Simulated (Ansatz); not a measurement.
Wavefunction ladder for C$_{5}$H$_{12}$S (`CSC(C)(C)C`)

```xyz
18

C     0.2177   -2.3078    0.6861
S     1.1015   -0.7700    0.9648
C     0.1389    0.4524   -0.0047
C    -1.2907    0.5491    0.5072
C     0.8683    1.7693    0.2327
C     0.1571    0.1068   -1.4864
H    -0.8017   -2.2721    1.0726
H     0.2075   -2.5910   -0.3672
H     0.7661   -3.0714    1.2393
H    -1.8369   -0.3850    0.3594
H    -1.3093    0.7936    1.5707
H    -1.8286    1.3313   -0.0382
H     0.8748    2.0306    1.2934
H     0.3659    2.5718   -0.3144
H     1.9027    1.7150   -0.1144
H     1.1806    0.0376   -1.8588
H    -0.3676    0.8812   -2.0555
H    -0.3464   -0.8414   -1.6863
```

Charge 0, multiplicity 1. The structure was optimised at the PBE0-D4/def2-TZVP level. Frozen core, restricted reference, Ansatz 0.2.0. CBS rows extrapolate triple and quadruple zeta; past MP2 they add the triple-zeta difference.

| basis | HF (Eh) | MP2 corr. |
| --- | --- | --- |
| def2-SVP | -593.58939 | -0.86639 |
| def2-TZVPP | -593.94264 | -1.07183 |
| def2-QZVPP | -593.96336 | -1.14277 |

Estimate the CCSD correlation energy and the (T) correction in each basis where they were run (hartree).


```tsv
basis	CCSD corr.	(T)
def2-SVP	-0.94712	-0.02948
def2-TZVPP	-1.14062	-0.04795
CBS(def2)	-1.26412	as TZ
```
